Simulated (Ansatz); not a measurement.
**Relaxing a trial structure of BH5Si**

The starting geometry of this gas-phase singlet was optimised with GFN2-xTB; its bonds are those of `[BH3-][SiH2+]`.

```tsv
atom	x (Å)	y (Å)	z (Å)
B	-0.7454	0.1660	1.1411
Si	0.3673	-0.0157	-0.4316
H	0.9577	-1.2155	-1.0718
H	-1.8496	-0.2174	0.8539
H	-0.7848	1.3182	1.4810
H	0.8754	0.9662	-1.4186
H	-0.2991	-0.5221	2.0199
```

Task: Where would you expect an optimisation with PBE0-D3(BJ)/def2-SVP to take it?

Result: A new bond forms, giving a structure with H4 bridging B1 and Si2, given below by its coordinates. Distances that change by over a tenth: B1–H4 (1.20 → 1.41 Å). Contacts that close: Si2–H4 (2.57 → 1.68 Å).

The energy falls by 0.71 eV over 12 steps:

```csv
step,E − E(last) (eV)
1,0.713
2,0.603
3,0.582
5,0.391
6,0.211
7,0.045
8,0.004
10,0.000
11,0.000
12,0.000
```

Final geometry (Å):

```json
{"atom": "B", "x (Å)": "-0.4631", "y (Å)": "0.2663", "z (Å)": "1.3297"}
{"atom": "Si", "x (Å)": "0.4309", "y (Å)": "0.0004", "z (Å)": "-0.3162"}
{"atom": "H", "x (Å)": "0.7403", "y (Å)": "-1.3534", "z (Å)": "-0.8665"}
{"atom": "H", "x (Å)": "-1.1680", "y (Å)": "-0.1279", "z (Å)": "0.1780"}
{"atom": "H", "x (Å)": "-0.8561", "y (Å)": "1.3749", "z (Å)": "1.5946"}
{"atom": "H", "x (Å)": "0.3751", "y (Å)": "0.9808", "z (Å)": "-1.4419"}
{"atom": "H", "x (Å)": "-0.5376", "y (Å)": "-0.6614", "z (Å)": "2.0962"}
```

Frequencies at the end are all real (lowest 366 cm⁻¹). Run with Ansatz 0.2.0, 24 s on 1 thread of Arm Neoverse N1 (shared host).
